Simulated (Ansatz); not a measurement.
**Worked example: correlation energy of C2, singlet**

Geometry: a PBE0/def2-TZVP stationary point for this spin.

```xyz
2

C     0.0000    0.0000    0.0000
C     0.0000    0.0000    1.2462
```

Basis 6-31G; Ansatz 0.2.0. Only valence electrons are correlated (noble-gas cores frozen), which leaves 8 electrons in 16 orbitals. R marks a restricted (for open shells ROHF) determinant.

Full CI is exact within this basis and frozen core; it isn't the basis-set limit.

The cluster runs stand on a determinant 0.49 eV above the lowest RHF solution, chosen by trial CCSD; the correlation energy below is counted from it.

Runs differ by some tens of microhartree through their thresholds, so steps under 0.03 kcal/mol mean nothing.

| level | total energy (hartree) |
| --- | --- |
| RHF determinant under the cluster runs | -75.348737 |
| RMP2 | -75.615344 |
| RCCSD* | -75.618509 |
| RCCSD(T)* | -75.641214 |
| RCCSDT* | -75.639214 |
| RCCSDT(Q)* | -75.642622 |
| RCCSDTQ* | -75.640482 |
| full CI | -75.640966 |

Problem. What is the correlation energy at full CI, and what share of it do RMP2 and RCCSDTQ recover?

Solution. E(corr) = -75.640966 − (-75.348737) = -0.292229 hartree = -7.952 eV. RMP2: -0.266607 / -0.292229 = 91.23 %. RCCSDTQ: -0.291745 / -0.292229 = 99.83 %.

Problem. By how many kcal/mol does RCCSD(T) miss full CI (1 hartree = 627.509 kcal/mol), and which steps make up the rest?

Solution. -75.641214 − (-75.640966) = -0.000248 hartree = -0.16 kcal/mol. Steps: RCCSDT − RCCSD(T) = 1.26, RCCSDT(Q) − RCCSDT = -2.14, RCCSDTQ − RCCSDT(Q) = 1.34, full CI − RCCSDTQ = -0.30 kcal/mol. That is within 1 kcal/mol of the reference in this basis, which itself misses far more of the correlation at the basis-set limit.

An asterisk marks runs whose energy the program itself flagged as in doubt.
